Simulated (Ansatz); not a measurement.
in.yaml

```yaml
crystal:
  periodic: [false, false, false]
  atoms:
    - {symbol: Ga, position_ang: [-0.005530, 0.092852, 0.831184]}
    - {symbol: P, position_ang: [-0.006363, 0.267378, -1.590767]}
    - {symbol: N, position_ang: [0.041601, -1.053468, -0.619747]}
basis:
  gaussian: {orbitals: STO-3G}
magnetization: {spin_polarized: false, initial_magnetization: 3}
correlation: {active_space: {ras: {orbitals: [5, 3, 4], electrons: 13, max_holes: 4, max_particles: 4}, fixed_orbitals: true}}
```

```sh
$ ansatz run in.yaml --threads 1 --pin off --events-out ev --progress --plain --max-ram 2393MiB
```

Log:

```
343 factors; integrals over basis functions are off by at most 3.8e-5 eV
mean field evaluation 1: about -62348.7857 eV, gradient 3.8e1 eV
mean field evaluation 2: about -62348.8311 eV, gradient 3.8e1 eV
mean field evaluation 4: about -62354.8460 eV, gradient 1.8e1 eV
mean field evaluation 8: about -62351.8122 eV, gradient 1.3e1 eV
mean field evaluation 16: about -62356.8468 eV, gradient 9.1e-2 eV
mean field evaluation 32: about -62356.6846 eV, gradient 4.3e-1 eV
mean field evaluation 64: about -62356.6994 eV, gradient 2.2e-2 eV
mean field evaluation 96: about -62356.9013 eV, gradient 3.4e-2 eV
mean field evaluation 128: about -62356.4403 eV, gradient 1.7e-1 eV
mean field evaluation 160: about -62354.2940 eV, gradient 3.5e0 eV
mean field evaluation 192: about -62354.5543 eV, gradient 7.5e0 eV
mean field -62356.90130894 eV, -2291.5738560779 hartree, gradient 2.8e-6 eV, S^2 3.750000; 14 other end points of the search recorded, 0 dependent functions left out
reference -62356.90130894 eV, -2291.5738560779 hartree; 28, 25 occupied and 4, 7 virtual orbitals, 343 factors
state -62361.38236016 eV, -2291.7385316726 hartree
Total energy: -62361.38236016 eV, -2291.7385316726 hartree
```

Natural occupations: 1.9840 1.9725 1.9503 1.9256 1.8702 1.0139 0.9999 0.9903 0.1521 0.0708 0.0372 0.0334.

Ran on 1 thread of Arm Neoverse V2, shared host: 8.5 s wall, 0.21 GiB peak host memory.
